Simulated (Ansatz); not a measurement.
**CHSi−: single points off equilibrium**

Aim: energy, forces and dipole at a structure displaced at random from a GFN2-xTB minimum, from CCSD(T) and from density functionals.

Computed with Ansatz 0.2.0, Gaussian basis. Level: single points in def2-TZVPPD.

Correlated methods freeze the cores.

## 1. The system as given

SMILES `C#[Si-]`, 3 atoms, charge -1, spin multiplicity 1.

Atoms are counted from 1 here; the program's logs count them from 0.

Bond lengths: C1–Si2 1.768 Å, C1–H3 1.149 Å. Angles: Si2–C1–H3 163.4°.

Geometry (Å):

```xyz
3
CHSi
C    -0.1352    0.1942   -0.1352
Si    1.2314   -0.6132    0.6429
H    -1.1412    0.4084   -0.6468
```

## 2. CCSD(T)/def2-TZVPPD

Input file run/in.yaml:

```yaml
crystal:
  periodic: [false, false, false]
  atoms:
    - {symbol: C, position_ang: [-0.135200, 0.194200, -0.135200]}
    - {symbol: Si, position_ang: [1.231400, -0.613200, 0.642900]}
    - {symbol: H, position_ang: [-1.141200, 0.408400, -0.646800]}
basis:
  gaussian: {orbitals: "def2-TZVPPD.json"}
total_charge: -1
correlation: {method: ccsd_t}
output: {forces: true}
```

The basis file named in the input lies beside it (Basis Set Exchange, JSON).

No record of the launch command was kept for these runs.

## 3. PBE0-D4/def2-TZVPPD

Edit run/in.yaml of step 2 so:

```diff
@@ -9,3 +9,3 @@
 total_charge: -1
-correlation: {method: ccsd_t}
-output: {forces: true}
+hamiltonian: {xc: pbe0, dispersion: d4}
+output: {forces: true, orbitals: {seedname: orbitals}}
```

## 4. wB97M-V/def2-TZVPPD

Edit run/in.yaml of step 3 so:

```diff
@@ -9,3 +9,3 @@
 total_charge: -1
-hamiltonian: {xc: pbe0, dispersion: d4}
-output: {forces: true, orbitals: {seedname: orbitals}}
+hamiltonian: {xc: {name: wB97M-V}}
+output: {forces: true}
```

## 5. r2SCAN-D4/def2-TZVPPD

Edit run/in.yaml of step 4 so:

```diff
@@ -9,3 +9,3 @@
 total_charge: -1
-hamiltonian: {xc: {name: wB97M-V}}
+hamiltonian: {xc: r2scan, dispersion: d4}
 output: {forces: true}
```

## 6. PBE-D4/def2-TZVPPD

Edit run/in.yaml of step 5 so:

```diff
@@ -9,3 +9,3 @@
 total_charge: -1
-hamiltonian: {xc: r2scan, dispersion: d4}
+hamiltonian: {xc: pbe, dispersion: d4}
 output: {forces: true}
```

## 7. LC-wPBE/def2-TZVPPD

Edit run/in.yaml of step 6 so:

```diff
@@ -9,3 +9,3 @@
 total_charge: -1
-hamiltonian: {xc: pbe, dispersion: d4}
+hamiltonian: {xc: {name: LC-wPBE}}
 output: {forces: true}
```

## 8. SPW92/def2-TZVPPD

Edit run/in.yaml of step 7 so:

```diff
@@ -9,3 +9,3 @@
 total_charge: -1
-hamiltonian: {xc: {name: LC-wPBE}}
+hamiltonian: {xc: lda}
 output: {forces: true}
```

(Steps that only read results are left out.)

**Question.** What will these runs give? Wanted: RMS force component; RMS force error; HOMO and LUMO, PBE0-D4; T1 diagnostic.

The runs gave:

| quantity | value |
| --- | --- |
| RMS force component | 1.300 to 2.110 eV/Å over the methods |
| RMS force error | PBE0-D4 0.432, wB97M-V 0.595, r2SCAN-D4 0.324, PBE-D4 0.182, LC-wPBE 0.882, SPW92 0.375 eV/Å |
| HOMO and LUMO, PBE0-D4 | -0.18 and 4.33 eV |
| T1 diagnostic | 0.023 |

What this shows: On forces the order runs from PBE-D4 to LC-wPBE. Frozen-core CCSD(T) forces in triple zeta carry basis errors of their own, and this is one geometry, so small gaps rank nothing. The restricted Hartree–Fock reference is unstable towards an unrestricted one at one or more of these structures.
